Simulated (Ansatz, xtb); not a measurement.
BH2PS: which of two structures lies lower

We compare X, a singlet given by its coordinates, with Y, `B1PS1`, a singlet. Both are isolated molecules in the gas phase, relaxed with B3LYP-D4/def2-TZVP.

X (Å):

```yaml
atoms:
  - { symbol: B, position_ang: [0.1775, -0.0393, 1.6901] }
  - { symbol: P, position_ang: [0.6874, 0.2059, 0.0522] }
  - { symbol: S, position_ang: [-0.4767, -0.2357, 3.2913] }
  - { symbol: H, position_ang: [1.2601, -1.1022, 0.0954] }
  - { symbol: H, position_ang: [0.5807, 0.2416, 3.9818] }
```

Close contacts (Å): B1–P2 1.73, B1–S3 1.74, P2–H4 1.43, S3–H5 1.35.

Y (Å):

```xyz
5

B     0.3942   -0.1582   -0.3523
P    -0.7338    1.2495    0.2584
S     1.0464    1.2978   -1.0500
H     0.6157   -1.3147   -0.3488
H    -0.0769    1.4361    1.5126
```

Quicker runs give these differences E(Y) − E(X): GFN2-xTB −1.382 eV; HF/STO-3G −1.364 eV (at GFN2-xTB geometries); r2SCAN-D4/def2-SVP −0.596 eV (at GFN2-xTB geometries).

Task: Estimate E(Y) − E(X) at the level CCSD(T)/def2-TZVPP.

Result: Calculated at CCSD(T)/def2-TZVPP: E(Y) − E(X) = −0.611 eV, so structure Y lies lower.

The same difference at several levels:

```
             level            geometry  E(Y) − E(X) (eV)  departure from the last row (eV)  job, with rough time for the two
          GFN2-xTB            GFN2-xTB              −1.382                            −0.771              optimisation, 0.74 s
         HF/STO-3G            GFN2-xTB              −1.364                            −0.753               single point, 1.4 s
r2SCAN-D4/def2-SVP            GFN2-xTB              −0.596                            +0.014               single point, 4.9 s
B3LYP-D4/def2-TZVP  B3LYP-D4/def2-TZVP              −0.617                            −0.007                optimisation, 78 s
     HF/def2-TZVPP  B3LYP-D4/def2-TZVP              −0.631                            −0.021           part of the CCSD(T) run
    MP2/def2-TZVPP  B3LYP-D4/def2-TZVP              −0.702                            −0.091           part of the CCSD(T) run
CCSD(T)/def2-TZVPP  B3LYP-D4/def2-TZVP              −0.611                                                  single point, 49 s
```

None of the levels shown reverses the order. The largest departure from CCSD(T)/def2-TZVPP is that of GFN2-xTB, 0.771 eV.

With harmonic frequencies from B3LYP-D4/def2-TZVP (ideal gas, rigid rotor, one conformer each, 298.15 K, 1 atm): the zero-point term adds +0.059 eV; ΔH is −0.574 and ΔG −0.539 eV.

The correlated steps freeze 11 core orbitals. Programs: Ansatz 0.2.0, xtb 6.7.1; the last row on 2 threads of Intel(R) Xeon(R) Processor @ 2.50GHz (Skylake/Cascade Lake) on a shared host.
